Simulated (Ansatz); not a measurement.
Born–Oppenheimer molecular dynamics of BFH2 (4 atoms, charge 0, multiplicity 1). It goes on from the last frame of an earlier run, with new velocities.

Method: RKS PBE/def2-SVP (Ansatz 0.2.0).

```
ensemble        : NVT, Nosé–Hoover chain
time step       : 0.5 fs
steps asked     : 166
set temperature : 1000 K
thermostat      : time constant 100 fs, chain length 5
seed            : 798004
```

First frame:

```xyz
4
Properties=species:S:1:pos:R:3
B 0.009 0.005 -0.055
F -0.001 -0.004 1.332
H 1.070 0.025 -0.579
H -1.147 0.002 -0.578
```

Q: How far do the bonds stretch over the last three quarters of this one trajectory? (Pairs bonded in most of those frames.)

A: 
| bond | mean (Å) | spread (Å) | shortest | longest |
| --- | --- | --- | --- | --- |
| B1–F2 | 1.333 | 0.036 | 1.27 | 1.40 |
| B1–H3 | 1.230 | 0.035 | 1.16 | 1.30 |
| B1–H4 | 1.235 | 0.067 | 1.13 | 1.33 |

Mean temperature of the second half: 775 K. The conserved energy stayed within 0.49 meV per atom of its start (net change 0.49 meV per atom), so the integration is sound. The mean temperature of the second half is 22 % below the set value. A run of 0.083 ps of so small a system gives no equilibrium averages.

The run took 36 s on 1 thread of Intel(R) Xeon(R) 6975P-C (Granite Rapids), on a shared host, peak memory 0.085 GiB.
